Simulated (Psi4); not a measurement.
# BP86/heavy-aug-cc-pVDZ (sweep point 3) run of BH3SO (SMILES OBS)

Aim: the vertical ionisation energy of BH3SO at BP86/heavy-aug-cc-pVDZ (sweep point 3), from 2 runs. Input form: a Python script.

The results are computed with Psi4 1.11.

**1. The system as given**

BH3SO: 6 atoms, total charge 0, spin state singlet. As SMILES, `OBS`. The shape is that of a PBE0-D4/def2-TZVP optimisation. This is one conformer, not always the lowest.

Bond lengths: O1–B2 1.351 Å, B2–S3 1.813 Å, O1–H4 0.961 Å, B2–H5 1.193 Å, S3–H6 1.340 Å. Angles: O1–B2–S3 121.4°, O1–B2–H5 118.0°, S3–B2–H5 120.6°, B2–O1–H4 115.3°, B2–S3–H6 96.0°.

**2. The energy at BP86/heavy-aug-cc-pVDZ (sweep point 3)**

run.py

```python
import psi4

psi4.set_memory(1600000000)
psi4.set_num_threads(1)
psi4.set_output_file('bh3os.out', False)

mol = psi4.geometry("""
0 1
O     -2.08701353    -0.17083124    -1.89312763
B      0.10317905     0.32068652    -0.67671093
S      0.63664873    -0.74171750     2.53620143
H     -3.31287887    -1.10945821    -0.93617032
H      1.68998207     1.48078939    -1.77993304
H      2.97008255     0.22034207     2.74974048
units au
symmetry c1
""")

psi4.set_options({
    'reference': 'rks',
    'puream': True,
    'scf_type': 'pk',
    'dft_radial_points': 99,
    'dft_spherical_points': 590,
})

e = psi4.energy("bp86/heavy-aug-cc-pVDZ")
print('E =', round(e, 9))
for k, v in sorted(psi4.core.scalar_variables().items()):
    print(f'{k:45s} {v:18.10f}')
```

Run with:

```bash
python run.py
```

bh3os.out, cut to the lines that bear on the results:

```text
[...]
  Running in c1 symmetry.
[...]
  Nuclear repulsion =   88.768868558049263
[...]
  Multiplicity = 1
[...]
  Nalpha       = 16
  Nbeta        = 16
[...]
    Number of basis functions: 88
[...]
   @RKS iter   1:  -499.89036335138093   -1.02763e-01   9.12696e-03 ADIIS/DIIS
[...]
   @RKS iter   9:  -500.19783589499292   -1.79459e-07   6.35994e-07 DIIS
[...]
    Orbital Energies [Eh]
    ---------------------
    Doubly Occupied:
       1A    -88.132005     2A    -18.828786     3A     -7.697066
       4A     -6.572472     5A     -5.719341     6A     -5.714487
       7A     -5.711411     8A     -0.967606     9A     -0.686797
      10A     -0.534887    11A     -0.427842    12A     -0.381109
      13A     -0.343971    14A     -0.343615    15A     -0.281163
      16A     -0.249381
[...]
  @RKS Final Energy:  -500.19783589499292
   => Energetics <=
    Nuclear Repulsion Energy =             88.7688685580492631
    One-Electron Energy =                -864.6177718865986890
    Two-Electron Energy =                 315.1554282857887301
    DFT Exchange-Correlation Energy =     -39.5043608522321819
    Empirical Dispersion Energy =           0.0000000000000000
    VV10 Nonlocal Energy =                  0.0000000000000000
    Total Energy =                       -500.1978358949929202
[...]
 Multipole Moments:
 ------------------------------------------------------------------------------------
     Multipole            Electronic (a.u.)      Nuclear  (a.u.)        Total (a.u.)
 ------------------------------------------------------------------------------------
 L = 1.  Multiply by 2.5417464519 to convert [e a0] to [Debye]
 Dipole X            :         -0.8516425            0.7897433           -0.0618992
 Dipole Y            :         -0.5992058            0.4809352           -0.1182706
 Dipole Z            :          0.5344667           -0.3111451            0.2233216
 Magnitude           :                                                    0.2601768
[...]
```

Standard output:

```text
E = -500.197835895
CURRENT ENERGY                                   -500.1978358950
CURRENT REFERENCE ENERGY                         -500.1978358950
DD SOLVATION ENERGY                                 0.0000000000
DFT FUNCTIONAL TOTAL ENERGY                      -500.1978358950
DFT TOTAL ENERGY                                 -500.1978358950
DFT VV10 ENERGY                                     0.0000000000
DFT XC ENERGY                                     -39.5043608522
GRID ELECTRONS ALPHA                               16.0000000669
GRID ELECTRONS BETA                                16.0000000669
GRID ELECTRONS TOTAL                               32.0000001339
NUCLEAR REPULSION ENERGY                           88.7688685580
ONE-ELECTRON ENERGY                              -864.6177718866
PCM POLARIZATION ENERGY                             0.0000000000
PE ENERGY                                           0.0000000000
SCF ITERATION ENERGY                             -500.1978358950
SCF ITERATIONS                                      9.0000000000
SCF TOTAL ENERGY                                 -500.1978358950
TWO-ELECTRON ENERGY                               315.1554282858
XC GRID RADIAL POINTS                              99.0000000000
XC GRID SPHERICAL POINTS                          590.0000000000
XC GRID TOTAL POINTS                           338783.0000000000
```

It took 23 s on 1 thread of AMD EPYC 7R43 (Zen 3), shared host; peak memory 0.84 GiB.

**3. The doublet cation, same level**

run.py

```python
import psi4

psi4.set_memory(1600000000)
psi4.set_num_threads(1)
psi4.set_output_file('bh3os.out', False)

m = psi4.geometry("""
1 2
O     -2.08701353    -0.17083124    -1.89312763
B      0.10317905     0.32068652    -0.67671093
S      0.63664873    -0.74171750     2.53620143
H     -3.31287887    -1.10945821    -0.93617032
H      1.68998207     1.48078939    -1.77993304
H      2.97008255     0.22034207     2.74974048
units bohr
symmetry c1
""")

psi4.set_options({
    'basis': 'heavy-aug-cc-pVDZ',
    'reference': 'uks',
    'puream': True,
    'scf_type': 'pk',
    'dft_radial_points': 99,
    'dft_spherical_points': 590,
    'maxiter': 150,
})

e = psi4.energy('bp86', molecule=m)
print('E =', round(e, 9))
```

Run with:

```bash
python run.py
```

bh3os.out, cut to the lines that bear on the results:

```text
[...]
  Running in c1 symmetry.
[...]
  Nuclear repulsion =   88.768868558049263
[...]
  Multiplicity = 2
[...]
  Nalpha       = 16
  Nbeta        = 15
[...]
    Number of basis functions: 88
[...]
   @UKS iter   1:  -499.55424732307506    2.33353e-01   8.49075e-03 ADIIS/DIIS
[...]
   @UKS iter  12:  -499.81731476132006   -1.04546e-08   5.74126e-07 DIIS
[...]
   @S^2 Observed:                7.542924623E-01
[...]
    Orbital Energies [Eh]
    ---------------------
    Alpha Occupied:
       1A    -88.466181     2A    -19.086424     3A     -8.028061
       4A     -6.819826     5A     -6.054023     6A     -6.046133
       7A     -6.041189     8A     -1.216322     9A     -0.998509
      10A     -0.772504    11A     -0.703361    12A     -0.639305
      13A     -0.605805    14A     -0.595256    15A     -0.562583
      16A     -0.530145
    Alpha Virtual:
      17A     -0.288216    18A     -0.269369    19A     -0.192008
      20A     -0.184600    21A     -0.149346    22A     -0.127985
      23A     -0.117292    24A     -0.104217    25A     -0.091392
[...]
  @UKS Final Energy:  -499.81731476132006
   => Energetics <=
    Nuclear Repulsion Energy =             88.7688685580492631
    One-Electron Energy =                -855.6012464429850297
    Two-Electron Energy =                 306.2124663041538497
    DFT Exchange-Correlation Energy =     -39.1974031805381316
    Empirical Dispersion Energy =           0.0000000000000000
    VV10 Nonlocal Energy =                  0.0000000000000000
    Total Energy =                       -499.8173147613200626
[...]
 Multipole Moments:
 ------------------------------------------------------------------------------------
     Multipole            Electronic (a.u.)      Nuclear  (a.u.)        Total (a.u.)
 ------------------------------------------------------------------------------------
 L = 1.  Multiply by 2.5417464519 to convert [e a0] to [Debye]
 Dipole X            :         -0.4322108            0.7897433            0.3575324
 Dipole Y            :         -0.6346413            0.4809352           -0.1537061
 Dipole Z            :          1.0871836           -0.3111451            0.7760385
 Magnitude           :                                                    0.8681536
[...]
```

The script printed:

```text
E = -499.817314761
```

Wall time 43 s (1 thread of AMD EPYC 7R43 (Zen 3), shared host); peak memory 0.84 GiB.

**4. Outcome**

Level: BP86/heavy-aug-cc-pVDZ (sweep point 3).

```
                                          quantity          value
                       singlet BH3SO: total energy  -500.19784 Eh
                      singlet BH3SO: dipole moment         0.66 D
                        singlet BH3SO: HOMO energy       -6.79 eV
                        singlet BH3SO: LUMO energy       -1.15 eV
                      singlet BH3SO: HOMO–LUMO gap        5.64 eV
                      doublet cation: total energy  -499.81731 Eh
doublet cation: HOMO energy (highest over α and β)      -14.31 eV
 doublet cation: LUMO energy (lowest over α and β)      -13.89 eV
                              doublet cation: ⟨S²⟩          0.754
vertical ionisation energy (to the doublet cation)      10.355 eV
```

The vertical ionisation energy comes to 10.35 eV (239 kcal/mol). −ε(HOMO) before ionisation, 6.79 eV, is 3.57 eV below this ionisation energy.
